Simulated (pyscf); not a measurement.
Group migration: •O–CH₂–CH₂–OH → •H₂C–O–CH₂–OH

Gas phase, doublet surface, charge 0. Bonds broken: C4–C5. Bonds formed: O1–C5. Single points on ωB97X-D3(BJ)/def2-SVP structures (PySCF, gas phase).

Transition state (Å):

```xyz
9

O     -0.1196    -0.6799     0.8386
O      0.5211     1.3665    -0.2915
H      0.9690     0.6193    -0.7115
C     -1.3082    -0.0869     1.1268
C      0.2749     1.0136     0.9910
H     -1.7926    -0.3225     2.0896
H     -1.9631     0.2064     0.2894
H      1.1368     0.7479     1.6235
H     -0.2777     1.8432     1.4671
```

One imaginary mode, 1227i cm⁻¹; descent along it reached the two sides named.

```tsv
bond	change	reactant side (Å)	saddle	product side
C4–C5	breaks	1.532	1.933	2.340
O1–C5	forms	2.405	1.746	1.411
```

Electronic energies relative to the reactant's lowest minimum found (kcal/mol):

| level | barrier | reaction energy | reverse barrier |
|---|---|---|---|
| ωB97X-D3(BJ)/def2-TZVP | 51.0 | -2.2 | 53.1 |
| PBE/def2-TZVP | 43.8 | -2.4 | 46.2 |
| r²SCAN/def2-TZVP | 46.6 | -2.9 | 49.6 |
| B3LYP-D3(BJ)/def2-TZVP | 48.7 | -2.6 | 51.2 |
| PBE0-D3(BJ)/def2-TZVP | 49.2 | -2.2 | 51.3 |
| M06-2X/def2-TZVP | 48.9 | -4.9 | 53.8 |
| ωB97M-D3(BJ)/def2-TZVP | 49.6 | -2.5 | 52.2 |
| HF/def2-TZVP | 67.8 | +4.0 | 63.8 |

With ωB97M-D3(BJ)/def2-TZVP energies and thermal terms (ideal gas, 1 atm, RRHO with modes under 100 cm⁻¹ raised to 100, one conformer, R ln 2 for rigid chiral ones), in kcal/mol:

```
T (K)   ΔH‡   ΔG‡    ΔH    ΔG
-----  ----  ----  ----  ----
298    47.8  47.9  -2.3  -2.8
600    47.8  47.9  -2.0  -3.4
900    47.5  47.9  -2.0  -4.1
1200   47.1  48.2  -2.0  -4.8
```

From the product side, H₂C=O + •H₂C–OH lies, by one bond made or cut, 35.4 kcal/mol under this saddle at ωB97M-D3(BJ). The same reactants have a lower exit, to H₂C=O + •H₂C–OH (no saddle counted: cutting one bond, which may have a small barrier of its own, costs +14.2 kcal/mol at ωB97M-D3(BJ), against +49.6 kcal/mol here). •O–CH₂–CH₂–OH lies 10.6 kcal/mol over its isomer H₃C–CH(O•)–OH, and others may lie lower still (electronic energy, ωB97M-D3(BJ)). •H₂C–O–CH₂–OH lies 8.1 kcal/mol over its isomer H₃C–CH(O•)–OH, and others may lie lower still (electronic energy, ωB97M-D3(BJ)). One saddle was located; it need not be the lowest between these sides.
